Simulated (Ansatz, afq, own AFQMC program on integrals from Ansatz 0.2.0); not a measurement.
**Mg2⁺, doublet in cc-pVDZ, levels against full CI**

```xyz
2

Mg    0.0000    0.0000    0.0000
Mg    0.0000    0.0000    3.0420
```

Basis cc-pVDZ. Only valence electrons are correlated. Ansatz 0.2.0 and our own AFQMC program on the same integrals; the CISD trial comes from CCSD amplitudes, and released means the phaseless constraint is let go. Free AFQMC starts from the CCSD state and is never constrained. Its projection time is finite, and what remains of the start isn't in its error. Error bars are statistical, one sigma.

Determinant: ROHF, the one that the program's search chose, which needn't be the lowest solution. The geometry is a PBE0/def2-TZVP stationary point of this or a neighbouring charge and spin state.

Full CI on the same integrals is exact in this basis and with this determinant's frozen core.

Cautions: a spin-contaminated unrestricted determinant lies lower (UHF 285 meV lower, ⟨S²⟩ 0.92); the determinant is a saddle point among determinants of its kind; raised T1 diagnostic (T1 0.048, weight of the determinant 0.91, largest double 0.14).

The T1 diagnostic is 0.0478, the weight of the determinant in the CISD state is 0.913 and the size of the correlated space is 3 electrons in 26 orbitals.

```json
{"level": "MP2", "correlation energy (eV)": "-0.8780"}
{"level": "CCSD", "correlation energy (eV)": "-1.2290"}
{"level": "CCSD(T)", "correlation energy (eV)": "-1.2527"}
```

Question: Estimate where free-projection AFQMC lies against CCSD(T) on the same integrals.

Answer: 0.7 ± 0.2 kJ/mol below CCSD(T).

Reference: full CI, correlation energy -1.261 eV. The released energy is read at 2.40 1/Eh (meV from the phaseless value at times in 1/Eh: -2 ± 3 at 0.24, -1.2 ± 2.3 at 0.51, -1.7 ± 2.2 at 0.99, -4.0 ± 1.7 at 1.62, -5.7 ± 1.5 at 2.40).

```json
{"level": "CCSD(T)", "E − E(reference) (kJ/mol)": "0.8", "share of correlation (%)": "99.34"}
{"level": "ph-AFQMC/CISD", "E − E(reference) (kJ/mol)": "0.6 ± 0.2", "share of correlation (%)": "99.47"}
{"level": "released AFQMC", "E − E(reference) (kJ/mol)": "0.1 ± 0.1", "share of correlation (%)": "99.92"}
{"level": "free AFQMC", "E − E(reference) (kJ/mol)": "0.1 ± 0.2", "share of correlation (%)": "99.91"}
```

Free projections are given only where their last times agree within the noise and don't stop above the reference; a slow remainder of the start can still hide under it. A walk keeps the symmetry of its determinant, which the program's search chose and which needn't be the lowest solution, so a lower state of the same spin and another symmetry isn't excluded. Released energies are given only where the last usable release times agree within the noise; a slower fall can still hide under it.
